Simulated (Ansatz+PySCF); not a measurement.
A calculation with Ansatz (development build ahead of 0.2.0).

```yaml
crystal:
  periodic: [false, false, false]
  atoms:
    - { symbol: C, position_ang: [0.0, 0.0, -0.30678] }
    - { symbol: H, position_ang: [0.0, 0.0, 1.84069] }
basis:
  gaussian: { orbitals: "6-31G" }
magnetization:
  initial_magnetization: 1
hamiltonian:
  xc: hf
correlation:
  method: fci
  frozen_orbitals: { C: 1, H: 0 }
```

The input is written out in the form of the current development build from the run's settings.

Output:

```
Converged                       : yes
Total energy                    : -38.23479 hartree
State                           : lowest doublet root, of any spatial symmetry
Spin squared of the determinant : 0.750
```
